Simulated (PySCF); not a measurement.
## State search for BO

Unrestricted PBE0; B def2-TZVPPD, O def2-TZVPPD; no relativity (PySCF 2.14). Outer shells of the fragments: B 2s2 2p1; O 2s2 2p4.

Followed along the bond (rough minima from three points):

```csv
2Ms+1,unpaired,⟨S²⟩ at the start,R at minimum (Å),Te (eV)
2,σ ↑,0.77,1.20,0.00
4,"σ ↑, π ↑↑",3.75,1.41,5.54
```

Solutions found at the starting distance of 1.415 Å, counted from the lowest of them; the search is not exhaustive and high or unbound solutions are not listed, so other states can lie among these:

```tsv
2Ms+1	unpaired	term	E (eV)	⟨S²⟩	⟨Lz²⟩	μ (D)
2	σ ↑	²Σ⁺	0.00	0.77	0.00	-2.94
2	π ↑	²Π	1.69	0.75	1.01	0.79
4	σ ↑, π ↑↑	mixed	4.21	3.75	2.01	-0.48
4	σ ↑, π ↑↑	mixed	4.65	3.75	2.00	-0.56
2	σ ↑, π ↑↓	mixed	4.84	1.75	2.01	-0.61
4	σ ↑↑, π ↑	⁴Π	6.98	3.76	1.00	-0.25
```

A term symbol is given only where ⟨S²⟩ and ⟨Lz²⟩ are close to those of a pure state; real π, δ and φ orbitals otherwise mix terms. A positive dipole means B(−)O(+).

Task: Compare the gap between the two lowest followed solutions at the starting distance with the gap between their minima.

Result: At PBE0 the second solution (quartet, unpaired electrons σ ↑, π ↑↑) lies +4.21 eV from the first (doublet, unpaired electrons σ ↑) at 1.415 Å and +5.54 eV at the minima; the two curves relax by different amounts, since their minima lie near 1.41 and 1.20 Å.

Counting both spins, an empty level lies below a filled one in some of these solutions, because spin and occupation are held.
